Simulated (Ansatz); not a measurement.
CH3NS2 (`N=C(S)S`). Charge 0, multiplicity 1.

Cartesian coordinates in Å:
```
N 0.6064 0.5541 -1.4713
C 0.1870 0.2028 -0.3372
S 0.1697 1.4207 0.9384
S -0.3625 -1.4457 0.0418
H 0.4982 -0.1768 -2.1706
H 0.1164 0.5686 1.9725
H -1.2152 -1.1238 1.0264
```

What are the harmonic wavenumbers in cm⁻¹ at PBE0-D4/def2-TZVP (Ansatz, finite differences of forces, unscaled)? (An estimate is asked.)

Ansatz gave: 219, 236, 314, 386, 532, 544, 796, 832, 949, 985, 1231, 1678, 2715, 2728, 3515.

Is this a minimum?

Yes, all 15 modes are real.

Give the ideal-gas thermochemistry at 298.15 K and 1 bar (rigid rotor, harmonic oscillator; point group C1, symmetry number 1).

Zero-point energy 105.6 kJ/mol; H(298) − E = 121.9 kJ/mol; entropy 307.9 J/(mol·K), of which translation 165.4, rotation 109.3, vibration 33.3; G(298) − E = 30.0 kJ/mol.
